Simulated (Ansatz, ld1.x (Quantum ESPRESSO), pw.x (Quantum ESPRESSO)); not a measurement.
**pw.x on sc W: one setting changed**

Potential: norm-conserving Troullier–Martins (Kleinman–Bylander form), ld1.x (Quantum ESPRESSO) 7.5, LDA (PW92); core [Xe] 4f14, reference 5d4 6s1.5 6p0.5; waves: 6p (bound): rc 2.65 bohr; 5d (bound): rc 2.20 bohr; 5f channel at 0.25 Ry: rc 2.65 bohr; 6s (bound): rc 2.80 bohr; local part: the s channel; core correction: a·sin(br)/r model core inside 1.30 bohr.

The reference run (k-mesh 13³, cutoffs 50/200 Ry, Fermi–Dirac 0.01 Ry, mixing_beta 0.4, conv_thr 1e-9, no spin) gives -1.83 GPa at 17.539 Å³/atom, where all-electron LAPW gives -2.36 GPa. This run, with its own iteration cap, changes mixing_mode to TF.

```
&control
  calculation='scf', prefix='x', pseudo_dir='./', outdir='./tmp', tstress=.true., disk_io='none'
/
&system
  ibrav=0, nat=1, ntyp=1, ecutwfc=50, ecutrho=200, nbnd=10,
  occupations='smearing', smearing='fd', degauss=0.01
/
&electrons
  conv_thr=1e-09, mixing_beta=0.4, electron_maxstep=60, mixing_mode='TF'
/
ATOMIC_SPECIES
W 1.0 W.UPF
CELL_PARAMETERS angstrom
  2.59817426 0.00000000 0.00000000
  0.00000000 2.59817426 0.00000000
  0.00000000 0.00000000 2.59817426
ATOMIC_POSITIONS crystal
W 0.0000 0.0000 0.0000
K_POINTS automatic
13 13 13 0 0 0
```

```bash
pw.x < W.scf.in > W.scf.out
```

How does the run end?

It converges in 8 iterations; the free energy moves by +0.0 meV/atom and the pressure by +0.00 GPa. The result is that of the reference run.

```
Message from routine setup:
     using ibrav=0 with symmetry is DISCOURAGED, use correct ibrav instead
     lattice parameter (alat)  =       4.9098  a.u.
     unit-cell volume          =     118.3590 (a.u.)^3
     number of electrons       =         6.00
     number of Kohn-Sham states=           10
     kinetic-energy cutoff     =      50.0000  Ry
     charge density cutoff     =     200.0000  Ry
     scf convergence threshold =      1.0E-09
     Exchange-correlation= PW
     number of k points=    84  Fermi-Dirac smearing, width (Ry)=  0.0100
     iteration #  1     ecut=    50.00 Ry     beta= 0.40
     total energy              =     -32.55102465 Ry
     estimated scf accuracy    <       0.02019161 Ry
     iteration #  2     ecut=    50.00 Ry     beta= 0.40
     total energy              =     -32.54709118 Ry
     estimated scf accuracy    <       0.00841482 Ry
     iteration #  3     ecut=    50.00 Ry     beta= 0.40
     total energy              =     -32.54800535 Ry
     estimated scf accuracy    <       0.00004825 Ry
     [... 2 iterations left out ...]
     iteration #  6     ecut=    50.00 Ry     beta= 0.40
     total energy              =     -32.54801884 Ry
     estimated scf accuracy    <       0.00000001 Ry
     iteration #  7     ecut=    50.00 Ry     beta= 0.40
     total energy              =     -32.54801885 Ry
     estimated scf accuracy    <          3.1E-09 Ry
     iteration #  8     ecut=    50.00 Ry     beta= 0.40
     the Fermi energy is    13.4076 ev
!    total energy              =     -32.54801885 Ry
     estimated scf accuracy    <          1.1E-10 Ry
     smearing contrib. (-TS)   =      -0.00329172 Ry
     The total energy is F=E-TS. E is the sum of the following terms:
     one-electron contribution =      10.47889301 Ry
     hartree contribution      =       0.42800556 Ry
     xc contribution           =     -22.64794250 Ry
     ewald contribution        =     -20.80368319 Ry
     convergence has been achieved in   8 iterations
          total   stress  (Ry/bohr**3)                   (kbar)     P=      -18.32
     Message from routine punch:
     Nothing written, as per user request (disk_io='none')
```

The run took about 7 s on one core of a shared host (Neoverse-V1, 64 threads, 503 GiB, load 22).
